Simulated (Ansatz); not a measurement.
Seven cases of bond dissociation energy with Al to Br (electronic energies, kcal/mol); geometries: B3LYP-D3(BJ)/def2-TZVP. The cases were drawn at random from those of this class that have a high level and all functionals, leaving out states under which another spin lies or may lie. Left out are anions, K, Ca, elements past Kr, ionisation of Li, Na and Mg, pi-pi* triplets of linear molecules and other triplets made from a closed-shell parent. Runs that doubt their state, and full CI more than 15 mEh from coupled cluster, are set aside; a case stays where another high level and all functionals remain. AFQMC serves as high level only in triple zeta or larger, with a steady walk, a bar under 0.8 kcal/mol and agreement with other high levels or trials where they ran; where none ran, an unstable determinant or (outside 3d species) a high T1 diagnostic also bars it, so strongly correlated cases are thinned. No case was kept or dropped by the size of a functional's miss. High levels with a bar over 0.5 kcal/mol are left out too, and the seventh case lies inside the range of the six. Affinities count positive where energy is released, gaps as the second state minus the first. B3LYP is by Ansatz (a first-principles code) in def2-TZVPD. High levels (Ansatz): P = CCSD(T)/CBS(cc-pV(Q+d)Z,cc-pV(5+d)Z) + [CCSDT(Q) - CCSD(T)]/cc-pV(D+d)Z + core + X2C; Q = CCSD(T)/CBS(cc-pV(Q+d)Z,cc-pV(5+d)Z) + [CCSDT(Q) - CCSD(T)]/cc-pV(Q+d)Z + [CCSDTQ - CCSDT(Q)]/cc-pV(D+d)Z + core + X2C; R = CCSD(T)/CBS(cc-pV(Q+d)Z,cc-pV(5+d)Z) + [CCSDT(Q) - CCSD(T)]/cc-pV(T+d)Z + [CCSDTQ - CCSDT(Q)]/cc-pV(D+d)Z + core + X2C; S = CCSD(T)/CBS(cc-pV(T+d)Z,cc-pV(Q+d)Z) + [CCSDT(Q) - CCSD(T)]/cc-pV(D+d)Z + core + X2C. UHF or UKS for unpaired electrons; spin-orbit terms are left out. CBS(X,Y): correlation extrapolated as X^-3, Hartree-Fock from the larger set (Q,5: extrapolated as (X+1)exp(-9√X)). A bracket is a step between two methods taken in the basis named. The functionals are non-relativistic, so their misses hold any scalar relativity. 'core' is core correlation in cc-pwCVTZ (1s frozen past Ne), 'X2C' scalar relativity in cc-pVTZ-DK, both at CCSD(T). Where a partner has so few electrons that a lower coupled-cluster level is exact, that level stands in. The restricted determinant of CH2S (C=S, singlet) is unstable towards broken spin symmetry in at least one set run. The UHF reference of CHS ([CH]=S, doublet) is spin-contaminated (<S^2> up to 0.26 over the pure value in the sets run).

```csv
case,B3LYP,level,high level
"SiF4 (tetrafluorosilane, SMILES [Si](F)(F)(F)F) → SiF3 (SMILES F[Si](F)F, doublet) + F (doublet)",158.9,S,168.3
"C2H4Cl2 (SMILES ClCCCl) → 2 CH2Cl (SMILES [CH2]Cl, doublet)",84.2,S,93.6
"CH4S (SMILES CS) → CH3S (SMILES [CH2]S, doublet) + H (doublet)",99.5,P,102.3
"H2S2 (SMILES SS) → HS2 (SMILES [S]S, doublet) + H (doublet)",74.7,R,78.0
"C2H4ClF ((1S)-1-chloro-1-fluoroethane, SMILES C[C@@H](F)Cl) → C2H4Cl (SMILES C[CH]Cl, doublet) + F (doublet)",110.1,S,115.7
"SiH4 (silane, SMILES [SiH4]) → SiH3 (SMILES [SiH3], doublet) + H (doublet)",95.2,R,96.6
"CH2S (SMILES C=S) → CHS (SMILES [CH]=S, doublet) + H (doublet)",96.5,Q,withheld
```

**Question.** Fit a straight line from B3LYP to the high level over the first six rows by least squares, predict the seventh, and compare with the calculation.

**Answer.** Means: B3LYP 103.77, high level 109.08. Sxx = 4399.11, Sxy = 4649.05, slope 1.0568, intercept -0.58 kcal/mol; residual standard deviation 3.4 kcal/mol. Seventh row: 1.0568·(96.5) -0.58 = 101.4 kcal/mol. The calculation gave 98.7 kcal/mol: the line differs from it by +2.7, B3LYP itself by -2.2.
